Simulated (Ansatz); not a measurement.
Born–Oppenheimer molecular dynamics of BClH5N (8 atoms, charge 0, multiplicity 1). It starts at the highest image of a converged band. Of that band: The profile has 2 maxima (images 3, 6) with wells between them (image 4): this band takes more than one step, which may be the mechanism or a detour left from its start path. Neighbouring images differ by up to 1.3 eV, so the band resolves the path poorly. A vibrational analysis at the climbing image gives one clearly imaginary mode, 663i cm⁻¹: a first-order saddle point.

Level of theory: RKS PBE-D4/def2-SVP in Ansatz.

```
ensemble                      : NVE (velocity Verlet)
time step                     : 0.5 fs
steps asked                   : 200
starting velocities drawn for : 100 K
seed                          : 11865
```

First frame:

```xyz
8
Properties=species:S:1:pos:R:3
B -0.107 0.310 -0.016
H 0.014 -0.347 1.169
H 0.990 0.312 -0.521
N -1.281 -0.119 -0.687
H -2.203 -0.076 -0.251
H -1.327 0.005 -1.699
Cl -0.254 2.225 1.036
H -0.132 0.590 1.398
```

Task: How far do the bonds stretch over the last three quarters of this one trajectory? (Pairs bonded in most of those frames.)

Result: 
```tsv
bond	mean (Å)	spread (Å)	shortest	longest
B1–H2	1.234	0.028	1.20	1.33
B1–H3	1.215	0.014	1.19	1.24
B1–N4	1.403	0.018	1.37	1.43
N4–H5	1.022	0.010	1.01	1.04
N4–H6	1.023	0.013	1.00	1.04
Cl7–H8	1.325	0.068	1.25	1.56
```

Mean temperature of the second half: 873 K. The conserved energy stayed within 0.089 meV per atom of its start (net change 0.065 meV per atom), so the integration is sound. The kinetic energy rose, since the run started high on the potential surface and went downhill. It ends in pieces (BH4N + ClH), so much of that is their flight and rotation, not heat. A run of 0.1 ps of so small a system gives no equilibrium averages. The orbitals stay closed-shell, which can raise the energy where a bond breaks towards radicals; this wasn't checked here.

The run took 4.5 min on 1 thread of Arm Neoverse V2, on a shared host, peak memory 0.12 GiB.
